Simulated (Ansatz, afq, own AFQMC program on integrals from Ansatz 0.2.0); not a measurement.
# AuSi⁺, triplet in def2-TZVP, levels against CCSDT(Q)

```yaml
atoms:
  - { symbol: Au, position_ang: [0.0000, 0.0000, 0.0000] }
  - { symbol: Si, position_ang: [0.0000, 0.0000, 3.7140] }
```

Basis def2-TZVP with its core potentials. Noble-gas cores (and the filled d shells of Ga–Kr and In–Xe) are frozen. Ansatz 0.2.0 and our own AFQMC program on the same integrals; the CISD trial comes from CCSD amplitudes, and released means the phaseless constraint is let go. Error bars are statistical, one sigma. No spin–orbit coupling. The metal's outer-core s and p shells are frozen, which shifts wave-function levels against functionals.

Determinant: UHF, the one that the program's search chose, which needn't be the lowest solution. The geometry is a point of a scan.

No full CI on the walks' own integrals is used here; CCSDT(Q) serves as the reference and is uncertain by about the last step of the cluster series.

Cautions: no spin-orbit coupling; outer-core shells of the metal frozen; lower spins were not checked; higher spins were not checked; raised T1 diagnostic (T1 0.041, weight of the determinant 0.84, largest double 0.08).

```
T1 diagnostic                               : 0.0411
weight of the determinant in the CISD state : 0.839
⟨S²⟩ of the determinant                     : 2.025
size of the correlated space                : 14 electrons in 68 orbitals
```

| level | correlation energy (eV) |
| --- | --- |
| MP2 | -8.3968 |
| CCSD | -8.6423 |
| CCSD(T) | -8.8300 |

(1) Estimate where phaseless AFQMC with a CISD trial lies against CCSD(T) on the same integrals.

(1) 0.8 ± 0.5 kJ/mol below CCSD(T). The gap is under twice the noise, so this walk alone can't tell the two apart.

Reference: CCSDT(Q), correlation energy -8.863 eV. The released energy is read at 1.80 1/Eh, later times being too noisy (meV from the phaseless value at times in 1/Eh: -13 ± 5 at 0.24, -15 ± 5 at 0.60, -11 ± 7 at 1.20, -21 ± 8 at 1.80, -7 ± 10 at 2.60).

```tsv
level	E − E(reference) (kJ/mol)	share of correlation (%)
CCSD(T)	3.2	99.62
CCSDT	0.9	99.90
ph-AFQMC/CISD	2.4 ± 0.5	99.72
released AFQMC	0.4 ± 0.8	99.95
```

A walk keeps the symmetry of its determinant, which the program's search chose and which needn't be the lowest solution, so a lower state of the same spin and another symmetry isn't excluded. Released energies are given only where the last usable release times agree within the noise; a slower fall can still hide under it.
